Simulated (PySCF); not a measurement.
# How good is the calculation?

Atom-mapped SMILES (the numbers label the heavy atoms): `[N:1]#[N+:2][O-:3]`.

Published values to compare with: δ ¹⁵N N2 253.2; N1 165.0; δ ¹⁷O O3 143.4 ppm (measured; gas; L. Olsson, D. Cremer, J. Chem. Phys. 105 (1996) 8995).
σ ¹⁵N N1 99.5; N2 11.3; σ ¹⁷O O3 181.0 ppm (measured; gas; G. L. Stoychev, PhD thesis, Univ. Bonn 2021 (Stoychev, Auer, Izsak, Neese, JCTC 2018, 14, 619)).
δ ¹⁵N N2 253.2; N1 165.0; δ ¹⁷O O3 143.4 ppm (measured; gas; Olsson, Cremer, J. Chem. Phys. 1996, 105, 8995 (gas-phase data of Jameson 1987, Jameson 1981, Wasylishen 1984)).
σ ¹⁵N N1 106.4; N2 12.6; σ ¹⁷O O3 199.0 ppm (CCSD(T)/aug-cc-pCV[TQ]Z extrapolated; gas (isolated, no vibration); Teale, Lutnaes, Helgaker, Tozer, Gauss, JCP 2013, 138, 024111, as tabulated in M. Glasbrenner, PhD thesis, LMU Munich (SI Table 24)).
σ ¹⁵N N1 107.9; N2 14.0; σ ¹⁷O O3 197.5 ppm (CCSD(T)/cc-pCVQZ; gas (isolated, no vibration); M. Glasbrenner, PhD thesis, LMU Munich (RPA NMR shieldings paper, SI)).
σ ¹⁵N N1 106.2; N2 11.7; σ ¹⁷O O3 198.8 ppm (CCSD(T)/pcSseg-4; gas (isolated, no vibration); G. L. Stoychev, PhD thesis, Univ. Bonn 2021 (Stoychev, Auer, Izsak, Neese, JCTC 2018, 14, 619)).

- σ from GIAO-PBE0/pcSseg-1
- coordinates at the GFN2-xTB level
- run in PySCF 2.14.0 with density-fitted response routines
- non-relativistic, one conformer, gas phase

(1) Set the calculated values beside the experiment.

(2) How far are the unscaled ¹⁵N shifts from the references?

(3) How far are the unscaled ¹⁷O shifts from the references?

(4) How far are the unscaled ¹⁵N shieldings from the references?

(5) How far are the unscaled ¹⁷O shieldings from the references?

Answers

(1) 
Reference values: measured (gas; L. Olsson, D. Cremer, J. Chem. Phys. 105 (1996) 8995).
| atoms | quantity | reference | computed |
| --- | --- | --- | --- |
| N2 | δ ¹⁵N vs gaseous NH3 | 253.2 | 256.0 |
| N1 | δ ¹⁵N vs gaseous NH3 | 165.0 | 161.7 |
| O3 | δ ¹⁷O vs gaseous H2O | 143.4 | 130.4 |

Reference values: measured (gas; G. L. Stoychev, PhD thesis, Univ. Bonn 2021 (Stoychev, Auer, Izsak, Neese, JCTC 2018, 14, 619)).
```
atoms  quantity  reference  computed
   N1     σ ¹⁵N       99.5     106.0
   N2     σ ¹⁵N       11.3      11.7
   O3     σ ¹⁷O      181.0     205.6
```

Reference values: measured (gas; Olsson, Cremer, J. Chem. Phys. 1996, 105, 8995 (gas-phase data of Jameson 1987, Jameson 1981, Wasylishen 1984)).
```
atoms            quantity  reference  computed
   N2  δ ¹⁵N vs NH3 (gas)      253.2     256.0
   N1  δ ¹⁵N vs NH3 (gas)      165.0     161.7
   O3  δ ¹⁷O vs H2O (gas)      143.4     130.4
```

Reference values: CCSD(T)/aug-cc-pCV[TQ]Z extrapolated (gas (isolated, no vibration); Teale, Lutnaes, Helgaker, Tozer, Gauss, JCP 2013, 138, 024111, as tabulated in M. Glasbrenner, PhD thesis, LMU Munich (SI Table 24)).
```json
{"atoms": "N1", "quantity": "σ ¹⁵N", "reference": "106.4", "computed": "106.0"}
{"atoms": "N2", "quantity": "σ ¹⁵N", "reference": "12.6", "computed": "11.7"}
{"atoms": "O3", "quantity": "σ ¹⁷O", "reference": "199.0", "computed": "205.6"}
```

Reference values: CCSD(T)/cc-pCVQZ (gas (isolated, no vibration); M. Glasbrenner, PhD thesis, LMU Munich (RPA NMR shieldings paper, SI)).
```json
{"atoms": "N1", "quantity": "σ ¹⁵N", "reference": "107.9", "computed": "106.0"}
{"atoms": "N2", "quantity": "σ ¹⁵N", "reference": "14.0", "computed": "11.7"}
{"atoms": "O3", "quantity": "σ ¹⁷O", "reference": "197.5", "computed": "205.6"}
```

Reference values: CCSD(T)/pcSseg-4 (gas (isolated, no vibration); G. L. Stoychev, PhD thesis, Univ. Bonn 2021 (Stoychev, Auer, Izsak, Neese, JCTC 2018, 14, 619)).
```json
{"atoms": "N1", "quantity": "σ ¹⁵N", "reference": "106.2", "computed": "106.0"}
{"atoms": "N2", "quantity": "σ ¹⁵N", "reference": "11.7", "computed": "11.7"}
{"atoms": "O3", "quantity": "σ ¹⁷O", "reference": "198.8", "computed": "205.6"}
```

Absolute shieldings are compared as such; zero-point and thermal motion, absent here, lowers them by some tenths of a ppm for H, a few ppm for C and up to about 10 ppm for F.

Computed shifts are σ(ref) − σ with the named reference compound (TMS for H and C) calculated as an isolated molecule at the same level. The measured values may be among those fitted. Shieldings were converted by a linear fit to measured shifts: ¹⁵N: δ = -148.07 − 0.921σ (rms 6.3 ppm, 71 shifts vs CH3NO2, solution or neat liquid); ¹⁷O: δ = 266.70 − 0.911σ (rms 10.7 ppm, 155 shifts, 12.2 ppm with the 3 outliers that the fit left out vs liquid water, solution or neat liquid). A few per cent of atoms miss by over 2 rms, more outside the fitted compound classes.

(2) Mean signed difference -0.25 ppm, mean absolute 3.05 ppm over 4 comparisons; the largest is -3.3 ppm at N1 (nitrogen bonded to N).

(3) Mean signed difference -13.00 ppm, mean absolute 13.00 ppm over 2 comparisons; the largest is -13.0 ppm at O3 (oxygen bonded to N).

(4) Mean signed difference +0.15 ppm, mean absolute 1.58 ppm over 8 comparisons; the largest is +6.5 ppm at N1 (nitrogen bonded to N).

(5) Mean signed difference +11.52 ppm, mean absolute 11.52 ppm over 4 comparisons; the largest is +24.6 ppm at O3 (oxygen bonded to N).

18 of the 36 published NMR values on file for this molecule are compared. The rest: other calculations.
